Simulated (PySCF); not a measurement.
Published values to compare with (the computed states carry no symmetry labels, so the two lists aren't matched line by line):

| state | E (eV) | f | kind of transition | source |
| --- | --- | --- | --- | --- |
| 3A2(n→3p) | 5.81 |  | vertical absorption | [1] |
| 3B1(n→3p) | 5.88 |  | vertical absorption | [1] |
| 1A2(n→3p) | 6.18 |  | vertical absorption | [1] |
| 1B1(n→3p) | 6.24 | 0.063 | vertical absorption | [1] |

[1] computed, theoretical best estimate (aug-cc-pVTZ, frozen core, CC3 geometry), gas; Veril, Scemama, Caffarel, Lipparini, Boggio-Pasqua, Jacquemin, Loos, WIREs Comput. Mol. Sci. 2021, 11, e1517 (QUESTDB)

Compound: H2S.
SMILES: `S`

Computed with TDDFT wB97X-D/def2-SVPD, vertical, gas phase, core orbitals frozen in the response (PySCF 2.14.0, density-fitted response routines). Geometry: PBE0-D3(BJ)/def2-SVP; no solvent, vibrations or thermal averaging.

Computed singlets: 6.16 eV (f 0.000); 6.37 eV (f 0.070); 8.06 eV (f 0.000); 8.30 eV (f 0.002); 8.76 eV (f 0.011); 9.20 eV (f 0.154); 9.36 eV (f 0.141); 9.59 eV (f 0.005); 9.80 eV (f 0.148); 10.48 eV (f 0.114). Computed triplets (Tamm–Dancoff): 5.72, 5.99, 8.02, 8.10 eV.

How does the lowest computed singlet compare with the best estimate listed for the lowest singlet (vertical absorption)?

6.16 eV against 6.18 eV for 1A2(n→3p) [1]: a difference of -0.02 eV. Geometry and basis of the two calculations needn't be the same.

How does the lowest computed triplet compare with the best estimate listed for the lowest triplet (vertical absorption)?

5.72 eV against 5.81 eV for 3A2(n→3p) [1]: a difference of -0.09 eV. Geometry and basis of the two calculations needn't be the same.

All these states lie below the vertical ionisation energy of 10.51 eV (ΔSCF).
